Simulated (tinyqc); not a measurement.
A ladder of methods, and size consistency: correlation methods against full CI in the sto-3g basis, for H2O, spin multiplicity 1. Computed by the program tinyqc with PySCF. All electrons correlated; +Q is the Davidson correction (1 - c0^2) E_corr. The last columns treat two copies 100 angstrom apart as one system. FCI is the lowest singlet.

Geometry (angstrom):
```
atom       x        y       z
O     0.0000   0.0000  0.0000
H     0.0000   0.8300  0.5070
H     0.0000  -0.8300  0.5070
```

RHF energy of one = -74.953854 hartree

Correlation energies (hartree):
```
method   E_corr of one  share of FCI (%)  E_corr of two at 100 angstrom  two minus twice one (mhartree)
MP2          -0.035180           70.7427                      -0.070359                          0.0000
CISD         -0.048966           98.4658                      -0.095472                          2.4599
CISD+Q       -0.050264          101.0754                      -0.100139                          0.3886
CCSD         -0.049564           99.6670                      -0.099127                          0.0000
CCSD(T)      -0.049666           99.8729                      -0.099332                          0.0000
FCI          -0.049729          100.0000                              -                               -
```

What does the comparison show, and why?

MP2 recovers 71 %, CISD 98.5 % and CCSD 99.7 % of the FCI value (c0^2 = 0.973 in CISD). MP2 and coupled cluster are size consistent, so their last column vanishes; CISD loses 2.46 mhartree, since a double excitation on each copy is a quadruple of the pair, and the Davidson correction leaves +0.39.
